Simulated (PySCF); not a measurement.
# SiH⁻, MP2: how much the basis matters

PySCF, UHF reference; triplet, unpaired electrons π ↑↑; De to Si⁻ + H without counterpoise correction. Frozen cores follow the default of each basis and core potential.

| basis | relativity | functions | Re (Å) | ωe (cm⁻¹) | De (eV) | frozen orbitals |
| --- | --- | --- | --- | --- | --- | --- |
| def2-SVPD | no relativity | 32 | 1.556 | 1885 | n/a | 5 |
| aug-pcseg-1 | no relativity | 36 | 1.548 | 1923 | 2.61 | 5 |
| def2-TZVPPD | no relativity | 65 | 1.546 | 1900 | n/a | 5 |

Task: How does each smaller set differ from the one with most functions, def2-TZVPPD?

Result: def2-SVPD: +1.0 pm, -0.8 % in ωe; aug-pcseg-1: +0.2 pm, +1.2 % in ωe. All at MP2; the set with most functions is neither the basis-set limit nor always the best.

Correlated steps freeze 5 core orbitals. Correlated levels converge slowly with the basis: in double zeta they bind strong bonds too weakly, by up to about 1 eV, and carry superposition errors of some tenths. For an ion De counts to the pair picked by the measured ionisation energies or electron affinities, which need not be the lowest pair at this level. The state was picked by a PBE0 search and need not be the measured ground state.
